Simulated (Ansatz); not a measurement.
# CH₂N (doublet): the correlation ladder at distance H1–H2 along a hydrogen transfer = 0.975 Å, cc-pVDZ

Aim: climb from Hartree-Fock through coupled cluster and multireference methods for CH₂N (doublet) at one geometry and basis, and see what each rung misses.

The runs use Ansatz 0.2.0, Gaussian basis; cc-pVDZ, core rule «outside noble gas», up to 2 orbitals frozen.

The runs, in order: UHF; CCSD(T) on ROHF; CCSD(T) on UHF; BCCD(T) on ROHF; CISD; CCSDT(Q) on ROHF; CCSDT(Q) on UHF; CASSCF and MRCISD+Q, 3 electrons in 3 orbitals; CASSCF and NEVPT2, 3 electrons in 3 orbitals; CASSCF and MRCISD+Q, 11 electrons in 10 orbitals; CASSCF and NEVPT2, 11 electrons in 10 orbitals.

6 further runs of the same task are left out: 1 for a known fault of the program, 1 for a mislabelled method, 4 that didn't finish.

## Step 1: The system

The geometry derives from fragments relaxed apart (PBE0/def2-TZVP) and kept rigid, so it is no stationary point. A hydrogen atom is moved between rigid fragments.

4 atoms, charge 0, spin multiplicity 2.

Atoms are counted from 1 here; the program's logs count them from 0.

Bond lengths: H2–C4 1.128 Å, N3–C4 1.160 Å. Angles: H2–C4–N3 180.0°.

## Step 2: UHF

Input file in.yaml:

```yaml
crystal:
  periodic: [false, false, false]
  atoms:
    - {symbol: H, position_ang: [0.000000, 0.000000, -1.585271]}
    - {symbol: H, position_ang: [0.000000, 0.000000, -0.610271]}
    - {symbol: N, position_ang: [0.000000, 0.000000, 1.677813]}
    - {symbol: C, position_ang: [0.000000, 0.000000, 0.517729]}
basis:
  gaussian: {orbitals: cc-pVDZ}
magnetization: {spin_polarized: true, initial_magnetization: 1}
hamiltonian: {xc: hf}
output: {orbitals: {seedname: orbitals}}
```

On the command line:

```
> ansatz run in.yaml --threads 1 --pin off --events-out ev --progress --plain --max-ram 2393MiB
```

Further steps of the session: CCSD(T) on ROHF; CCSD(T) on UHF; BCCD(T) on ROHF; CISD; CCSDT(Q) on ROHF; CCSDT(Q) on UHF; CASSCF and MRCISD+Q, 3 electrons in 3 orbitals; CASSCF and NEVPT2, 3 electrons in 3 orbitals; CASSCF and MRCISD+Q, 11 electrons in 10 orbitals; CASSCF and NEVPT2, 11 electrons in 10 orbitals.

**Question.** What will the summary of the whole plan be? Wanted: UCCSDT(Q) below the RHF energy; RMP2 from UCCSDT(Q); UMP2 from UCCSDT(Q); RCCSD from UCCSDT(Q); RCCSD(T) from UCCSDT(Q); UCCSD(T) from UCCSDT(Q); RCCSDT(Q) from UCCSDT(Q); NEVPT2 pair from UCCSDT(Q); MRCISD+Q pair from UCCSDT(Q).

As calculated:

| quantity | value |
| --- | --- |
| UCCSDT(Q) below the RHF energy | -8.8068 eV |
| RMP2 from UCCSDT(Q) | +707.1 meV |
| UMP2 from UCCSDT(Q) | +990.4 meV |
| RCCSD from UCCSDT(Q) | +404.1 meV |
| RCCSD(T) from UCCSDT(Q) | +50.2 meV |
| UCCSD(T) from UCCSDT(Q) | +60.9 meV |
| RCCSDT(Q) from UCCSDT(Q) | +0.1 meV |
| NEVPT2 pair from UCCSDT(Q) | +746.9 meV |
| MRCISD+Q pair from UCCSDT(Q) | +176.6 meV |
| NEVPT2 valence from UCCSDT(Q) | +886.0 meV |
| levels within 1 kcal/mol (43 meV) | RCCSDT, UCCSDT, RCCSDT(Q), MRCISD+Q valence |
| T1 diagnostic | 0.023 |
| effectively unpaired electrons | 1.07 |

**Reading.** RCCSD(T) misses by +50.2 meV, 0.6 % of the correlation energy. One determinant dominates. Of the multireference levels listed MRCISD+Q valence comes nearest in total energy (+20.4 meV), which doesn't show that its space is the better one. These misses are within one basis, not against nature; the frozen cores of restricted and unrestricted runs differ, which can shift their rows.
